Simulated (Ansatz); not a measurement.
Relaxation of BH$_{4}$NO (7 atoms, charge 0, multiplicity 1), to a largest force component of 0.02 eV/Å in at most 40 steps.

The calculation used RKS BHLYP-D4/cc-pVDZ in Ansatz 0.2.0.

```xyz
7
Properties=species:S:1:pos:R:3
B 0.000 0.000 0.000
N 0.000 0.000 1.550
H -0.877 -0.271 2.080
H 0.877 0.271 2.080
O 1.221 0.000 -0.705
H 1.521 -0.952 -0.860
H -1.030 0.000 -0.595
```

**Question.** Where does it end, and by what steps?

**Answer.** It converged. After 8 steps the energy has fallen by 1.153 eV; H6 moved furthest, 0.70 Å.

```json
{"step": "0", "energy less start (eV)": "0.0000", "largest force component (eV/Å)": "3.602", "accepted": "yes"}
{"step": "1", "energy less start (eV)": "-0.6377", "largest force component (eV/Å)": "1.849", "accepted": "yes"}
{"step": "2", "energy less start (eV)": "-0.7083", "largest force component (eV/Å)": "1.962", "accepted": "yes"}
{"step": "3", "energy less start (eV)": "-0.8613", "largest force component (eV/Å)": "0.867", "accepted": "yes"}
{"step": "4", "energy less start (eV)": "-1.0051", "largest force component (eV/Å)": "0.964", "accepted": "yes"}
{"step": "5", "energy less start (eV)": "-1.1266", "largest force component (eV/Å)": "0.260", "accepted": "yes"}
{"step": "6", "energy less start (eV)": "-1.1514", "largest force component (eV/Å)": "0.164", "accepted": "yes"}
{"step": "7", "energy less start (eV)": "-1.1522", "largest force component (eV/Å)": "0.054", "accepted": "yes"}
{"step": "8", "energy less start (eV)": "-1.1525", "largest force component (eV/Å)": "0.019", "accepted": "yes"}
```

```xyz
7
Properties=species:S:1:pos:R:3
B 0.096 -0.194 0.153
N -0.024 0.042 1.522
H -0.909 0.132 1.982
H 0.774 0.133 2.124
O 1.347 -0.305 -0.388
H 1.325 -0.465 -1.326
H -0.897 -0.295 -0.518
```

Whether the end is a true minimum wasn't checked by a vibrational analysis.

Run time: 12 s on 1 thread of Intel(R) Xeon(R) Platinum 8488C (Sapphire Rapids) (shared host), peak memory 0.15 GiB.
